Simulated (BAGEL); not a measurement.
# C2HN (SMILES [CH]C#N), run twice

Aim: a single-point energy of C2HN at CASCI(6 orbitals)/6-311G** (density fitting with tzvpp-jkfit).

Program for the calculation: BAGEL 1.2.2.

3 further runs of the same task are left out: 3 set aside as unsound or not needed.

**1. The molecule**

The species is C2HN (4 atoms), meant as a triplet with charge 0. SMILES: `[CH]C#N`. The coordinates come from a GFN2-xTB relaxation.

Bond lengths: C1–C2 1.272 Å, C2–N3 1.198 Å, C1–H4 1.050 Å. Angles: C1–C2–N3 179.7°, C2–C1–H4 175.8°.

**2. The input as first written**

File input.json:

```json
{ "bagel" : [

{
  "title" : "molecule",
  "basis" : "6-311gss.json",
  "df_basis" : "tzvpp-jkfit",
  "geometry" : [
    { "atom" : "C", "xyz" : [     1.05357901,    -0.68164311,     0.21395479 ] },
    { "atom" : "C", "xyz" : [    -0.96859802,     0.56264706,    -0.15680947 ] },
    { "atom" : "N", "xyz" : [    -2.87884657,     1.72775770,    -0.49905777 ] },
    { "atom" : "H", "xyz" : [     2.79386559,    -1.60874275,     0.44191245 ] }
  ]
},

{
  "title" : "hf"
},

{
  "title" : "fci",
  "nstate" : 1,
  "charge" : 0,
  "ncore" : 8,
  "nspin" : 2,
  "norb" : 6,
  "dipoles" : true,
  "maxiter" : 4
}

]}
```

The basis set 6-311G** is read from a file made from the Basis Set Exchange's data (not shown).

Command:

```bash
$ BAGEL_NUM_THREADS=1 BAGEL input.json > input.out
```

What it wrote:

```text
* using 1 threads per process

  ===============================================================
  ===============================================================

  *** Geometry ***

  { "atom" : "C", "xyz" : [      1.053579,     -0.681643,      0.213955 ] },
  { "atom" : "C", "xyz" : [     -0.968598,      0.562647,     -0.156809 ] },
  { "atom" : "N", "xyz" : [     -2.878847,      1.727758,     -0.499058 ] },
  { "atom" : "H", "xyz" : [      2.793866,     -1.608743,      0.441912 ] },

  Number of auxiliary basis functions:      245

  Since a DF basis is specified, we compute 2- and 3-index integrals:
    o Being stored without compression. Storage requirement is 0.007 GB

  Number of basis functions:       60
  Number of electrons      :       20

    * METHOD: MOLECULE                             0.13

  *** RHF ***

  === Nuclear Repulsion ===
    47.9794721931

      * DIIS with orbital gradients will be used.

  === RHF iteration (6-311gss.json) ===
      0       -130.53306567          0.02130690           0.02
      1       -130.57848376          0.01749268           0.02
      2       -130.61511156          0.00392112           0.02
[... 23 lines of this table left out ...]
     26       -130.61924992          0.00000001           0.02
    * SCF iteration converged.

    * Permanent dipole moment:
           (   -1.188687,     0.659859,    -0.172078) a.u.

    * METHOD: HF                                   0.71

  ---------------------------
        FCI calculation
  ---------------------------

  Performs exactly the same way as Knowles & Handy 1984 CPL

  o alpha-beta strings
      length:            26
  o size of the space
      determinant space:  120
      spin-adapted space: 105

  o single displacement lists (alpha)
      length:           240
  o single displacement lists (beta)
      length:            36
 Constructing space of all determinants that can formed by removing 1 electron from 3 alpha and 1 beta electrons.

 Space is made up of 4 determinants.
  o forming links

     guess   0:   closed 1.....               open .11...

  === FCI iteration ===

      0  0      -130.63084224     1.45e-02      0.00
      1  0      -130.66380205     4.04e-03      0.00
      2  0      -130.66574622     6.73e-04      0.00
      3  0      -130.66582786     2.37e-04      0.00

     * ci vector, state   0, <S^2> = 2.0000
       2aa...    -0.9746785364
       aab..a     0.1215786837
       baa..a    -0.1215293192
       a.2.a.    -0.0830928969
       .aa..2     0.0823779767
       2...aa     0.0523764061

    * Permanent dipole moment: state 0
           (   -1.120089,     0.655124,    -0.183044) a.u.

    * METHOD: FCI                                  0.02

  ===============================================================
```

Wall time 1.6 s (1 thread of AMD EPYC 7R43 (Zen 3), shared host); peak memory 0.077 GiB.

**3. Reading the log**

The iterations ended before the threshold was met.

The fault: the iteration cap is too low for convergence. To mend it: iteration cap at its default in place of 4.

**4. The mended input**

File casci.json:

```json
{ "bagel": [

{
  "title": "molecule",
  "basis": "6-311gss.json",
  "df_basis": "tzvpp-jkfit",
  "angstrom": "false",
  "geometry": [
    { "atom": "C", "xyz": [     1.05357901,    -0.68164311,     0.21395479 ] },
    { "atom": "C", "xyz": [    -0.96859802,     0.56264706,    -0.15680947 ] },
    { "atom": "N", "xyz": [    -2.87884657,     1.72775770,    -0.49905777 ] },
    { "atom": "H", "xyz": [     2.79386559,    -1.60874275,     0.44191245 ] }
  ]
},

{ "title": "hf" },

{ "title": "fci", "nstate": 1, "ncore": 8, "nspin": 2, "norb": 6, "dipoles": "true" }

]}
```

The basis set 6-311G** is read from a file made from the Basis Set Exchange's data (not shown).

Command:

```bash
$ BAGEL_NUM_THREADS=1 BAGEL casci.json > casci.out
```

What it wrote:

```text
* using 1 threads per process

  ===============================================================
  ===============================================================

  *** Geometry ***

  { "atom" : "C", "xyz" : [      1.053579,     -0.681643,      0.213955 ] },
  { "atom" : "C", "xyz" : [     -0.968598,      0.562647,     -0.156809 ] },
  { "atom" : "N", "xyz" : [     -2.878847,      1.727758,     -0.499058 ] },
  { "atom" : "H", "xyz" : [      2.793866,     -1.608743,      0.441912 ] },

  Number of auxiliary basis functions:      245

  Since a DF basis is specified, we compute 2- and 3-index integrals:
    o Being stored without compression. Storage requirement is 0.007 GB

  Number of basis functions:       60
  Number of electrons      :       20

    * METHOD: MOLECULE                             0.13

  *** RHF ***

  === Nuclear Repulsion ===
    47.9794721931

      * DIIS with orbital gradients will be used.

  === RHF iteration (6-311gss.json) ===
      0       -130.53306567          0.02130690           0.02
      1       -130.57848376          0.01749268           0.02
      2       -130.61511156          0.00392112           0.02
[... 23 lines of this table left out ...]
     26       -130.61924992          0.00000001           0.02
    * SCF iteration converged.

    * Permanent dipole moment:
           (   -1.188687,     0.659859,    -0.172078) a.u.

    * METHOD: HF                                   0.66

  ---------------------------
        FCI calculation
  ---------------------------

  Performs exactly the same way as Knowles & Handy 1984 CPL

  o alpha-beta strings
      length:            26
  o size of the space
      determinant space:  120
      spin-adapted space: 105

  o single displacement lists (alpha)
      length:           240
  o single displacement lists (beta)
      length:            36
 Constructing space of all determinants that can formed by removing 1 electron from 3 alpha and 1 beta electrons.

 Space is made up of 4 determinants.
  o forming links

     guess   0:   closed 1.....               open .11...

  === FCI iteration ===

      0  0      -130.63084224     1.45e-02      0.00
      1  0      -130.66380205     4.04e-03      0.00
      2  0      -130.66574622     6.73e-04      0.00
[... 9 lines of this table left out ...]
     12  0 *    -130.66584127     9.02e-11      0.00

     * ci vector, state   0, <S^2> = 2.0000
       2aa...     0.9743421962
       baa..a     0.1225101846
       aab..a    -0.1221837802
       a.2.a.     0.0834921404
       .aa..2    -0.0812643537
       2...aa    -0.0525828780

    * Permanent dipole moment: state 0
           (   -1.118621,     0.654534,    -0.182968) a.u.

    * METHOD: FCI                                  0.03

  ===============================================================
```

It took 1.6 s on 1 thread of AMD EPYC 7R43 (Zen 3), shared host; peak memory 0.077 GiB.

**5. Results**

At CASCI(6 orbitals)/6-311G** (density fitting with tzvpp-jkfit):

| quantity | value |
| --- | --- |
| total energy | -130.66584 Eh |
| dipole moment (of the density that the program reports) | 3.33 D |
